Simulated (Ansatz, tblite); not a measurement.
Cost and result up the ladder for B(PH3)H3 (BPH6) (8 atoms). The state is a singlet with charge 0. Geometry: PBE0-D4/def2-TZVP.

| atom | x (Å) | y (Å) | z (Å) |
| --- | --- | --- | --- |
| B1 | -0.818 | -0.728 | 0.014 |
| P2 | 0.609 | 0.542 | -0.011 |
| H3 | 0.991 | 1.132 | 1.210 |
| H4 | 0.449 | 1.700 | -0.795 |
| H5 | 1.869 | 0.114 | -0.473 |
| H6 | -1.753 | -0.101 | 0.454 |
| H7 | -0.414 | -1.603 | 0.745 |
| H8 | -0.933 | -1.055 | -1.144 |

Ansatz on 4 threads of Arm Neoverse V2 on a shared host; xTB runs through tblite on one thread. Times are rough, summed over both states, and most runs start from the orbitals of an earlier one. PBE0-D4/def2-TZVP serves as the yardstick here, not as an exact answer. The other state is a triplet.

The xTB rows come from tblite.

xTB has no spin-polarisation term.

```json
{"level": "GFN2-xTB", "functions": "19", "wall time": "0.004 s", "vertical triplet (eV)": "6.22", "difference from PBE0-D4/def2-TZVP (eV)": "-1.09"}
{"level": "GFN1-xTB", "functions": "25", "wall time": "0.006 s", "vertical triplet (eV)": "7.45", "difference from PBE0-D4/def2-TZVP (eV)": "0.14"}
{"level": "PBE0-D4/def2-TZVP", "functions": "104", "wall time": "3 s", "vertical triplet (eV)": "7.31", "difference from PBE0-D4/def2-TZVP (eV)": "0.00"}
{"level": "PBE-D4/def2-TZVP (with forces)", "functions": "104", "wall time": "3.4 s", "vertical triplet (eV)": "7.12", "difference from PBE0-D4/def2-TZVP (eV)": "-0.18"}
{"level": "r2SCAN-D4/def2-TZVP", "functions": "104", "wall time": "4.8 s", "vertical triplet (eV)": "7.18", "difference from PBE0-D4/def2-TZVP (eV)": "-0.13"}
```
